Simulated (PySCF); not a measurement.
**A barrier at the coupled-cluster level**

Start structure (BH5SO, closed shell), relaxed at PBE0-D4/def2-TZVP:

B1  (-0.118, -0.419, -0.511)
S2  (1.574, 0.371, -0.563)
H3  (-0.031, -1.603, -0.321)
H4  (-0.908, -0.040, -1.324)
H5  (0.016, 0.585, 1.356)
O6  (-0.767, 0.156, 0.969)
H7  (1.235, 1.543, -1.126)
H8  (-1.009, -0.588, 1.534)
(Å)

The step: BH₃S ([BH2][SH]) + H₂O → BH₃O ([BH2][OH]) + H₂S; bonds formed: S2–H5; dative contacts that become bonds: B1–O6; bonds broken: B1–S2, H5–O6. Computed with PySCF 2.14 with density fitting (its default auxiliary sets; JK sets also for MP2 and CCSD(T)) (basis: def2-TZVPP and def2-QZVPP); correlated methods freeze the cores. Extrapolation: Hartree–Fock as exp(−7.88 √X), correlation as X^−2.97. Energies below are by CCSD(T) at an estimated basis limit (MP2 extrapolated from triple and quadruple zeta, plus CCSD(T) − MP2 in triple zeta).

Problem. What are the electronic barrier and the energy of the step, from the start structure to the end structure? (To be estimated.)

Solution. The calculation gives: Barrier 0.725 eV; step energy -0.249 eV (downhill); reverse barrier, their difference, 0.974 eV. Barrier and step energy count from the start structure, the reverse barrier from the end structure.

The saddle point: One imaginary mode of 1114i cm⁻¹.
```tsv
pair	start (Å)	saddle (Å)	end (Å)
B1–O6	1.72	1.52	1.35
S2–H5	2.48	1.54	1.34
B1–S2	1.87	2.05	3.05
H5–O6	0.97	1.35	3.31
```

Zero-point energy (harmonic, PBE0-D4): ZPE is 1.561 eV at the start and 1.417 eV at the saddle, so the barrier goes from 0.725 to 0.580 eV.

T1 diagnostic: at most 0.013.

Labels in which every atom is bracketed show which atoms are joined, not bond orders.

For scale, one of the runs: CCSD(T)/def2-TZVPP, 174 basis functions, launched by `OMP_NUM_THREADS=4 python run.py`. Hardware: 4 CPU threads of an Arm Neoverse V1, shared host. Wall time 2.9 min; peak host memory 1.5 GiB.
